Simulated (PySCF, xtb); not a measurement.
Bonds broken one at a time in the series SiH2Cl-X. All species are isolated molecules in the gas phase. One relaxed conformer stands for each flexible species; it need not be the lowest. Strings in code marks are SMILES.

Quantity: homolytic bond dissociation enthalpy at 298 K (no spin–orbit term), in kJ/mol. Enthalpy corrections at 298 K come from GFN2-xTB frequencies (xtb).

A: Si–Cl bond of `[SiH3]Cl`, giving `[Cl]` and `[SiH3]`
B: Si–Br bond of `Cl[SiH2]Br`, giving `[Br]` and `[SiH2]Cl`
C: Cl–Si bond of `Cl[SiH2]Cl`, giving `[Cl]` and `[SiH2]Cl`
D: S–Si bond of `S[SiH2]Cl` (H–S–Si–Cl torsion 69°), giving `[SH]` and `[SiH2]Cl`
E: Si–Cl bond of `F[SiH2]Cl`, giving `F[SiH2]` and `[Cl]`
F: Si–Cl bond of `C#C[SiH2]Cl`, giving `C#C[SiH2]` and `[Cl]`

### Question
Put the candidates in order of homolytic bond dissociation enthalpy at 298 K (no spin–orbit term), lowest first, for frozen-core MP2/6-31G* // B3LYP-D3(BJ)/def2-TZVP (PySCF).

### Answer
D (347.7 kJ/mol), B (381.0 kJ/mol), A (420.0 kJ/mol), C (429.1 kJ/mol), F (444.5 kJ/mol), E (454.1 kJ/mol)
